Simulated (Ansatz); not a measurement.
A nudged elastic band was laid between two geometries of C₂H₄B (7 atoms, charge 1, multiplicity 1).

Theory: RKS PBE0-D4/def2-SVPD (Ansatz 0.2.0).

* movable images: 9
* climbing image: yes
* spring: 5.0 eV/Å²
* optimiser: quadratic models (default)
* start path: through a guess of the saddle point
* force threshold: 0.05 eV/Å
* iteration limit: 60
* end points: relaxed

First end point:

```xyz
7
Properties=species:S:1:pos:R:3
B -0.781 -0.226 -0.546
C 0.483 0.458 -0.645
C 0.404 0.007 0.624
H -1.846 -0.733 -0.674
H 1.233 1.022 -1.195
H 1.052 0.054 1.510
H -0.546 -0.580 0.925
```

Last end point:

```xyz
7
Properties=species:S:1:pos:R:3
B 0.016 -1.035 -1.580
C -0.160 0.233 -0.428
C 0.191 -0.051 0.876
H -1.240 0.342 -0.662
H 0.509 0.900 -1.012
H 1.218 0.086 1.228
H -0.533 -0.474 1.578
```

(1) Which bonds break or form, and what moves?

(2) Give the energies along the band, and the barrier.

(3) What is the geometry of the highest image?

Answers

(1) Bonds broken: B1–C3, B1–H4. Bonds formed: C2–H4.

(2) The forces met the threshold. The highest image is number 5 of 0 to 10, 85.2 kcal/mol above the first end and 19.8 kcal/mol above the last; the last end lies 65.4 kcal/mol above the first. Neighbouring images differ by up to 1.6 eV, so the band resolves the path poorly. A vibrational analysis at the climbing image gives one clearly imaginary mode, 795i cm⁻¹: a first-order saddle point. The orbitals stay closed-shell, which can raise the energy where a bond breaks towards radicals; this wasn't checked here. Limits of this set-up: the dipole of an ion depends on the origin.

| image | path coordinate (Å) | energy (kcal/mol) | B1–C3 (Å) | B1–H4 (Å) | C2–H4 (Å) |
| --- | --- | --- | --- | --- | --- |
| 0 | 0.00 | 0.0 | 1.68 | 1.19 | 2.62 |
| 1 | 0.51 | 8.4 | 1.61 | 1.18 | 2.49 |
| 2 | 1.02 | 16.4 | 1.63 | 1.19 | 2.35 |
| 3 | 1.53 | 23.1 | 1.60 | 1.20 | 1.93 |
| 4 | 2.04 | 59.2 | 1.61 | 1.24 | 1.56 |
| 5 | 2.55 | 85.2 | 1.76 | 1.41 | 1.23 |
| 6 | 2.98 | 80.0 | 1.99 | 1.74 | 1.13 |
| 7 | 3.42 | 77.4 | 2.16 | 2.00 | 1.11 |
| 8 | 3.85 | 74.0 | 2.36 | 2.01 | 1.11 |
| 9 | 4.28 | 68.3 | 2.51 | 2.01 | 1.11 |
| 10 | 4.71 | 65.4 | 2.65 | 2.08 | 1.11 |

(3) 
```xyz
7
Properties=species:S:1:pos:R:3
B -0.910 -0.931 -0.137
C 0.154 0.391 -0.602
C 0.325 0.039 0.657
H -0.909 0.074 -1.122
H 0.782 0.880 -1.353
H 1.152 0.118 1.369
H -0.595 -0.571 1.187
```

The run took 2.8 min on 2 threads of Intel(R) Xeon(R) Platinum 8488C (Sapphire Rapids), with other jobs on the host, peak memory 0.17 GiB.
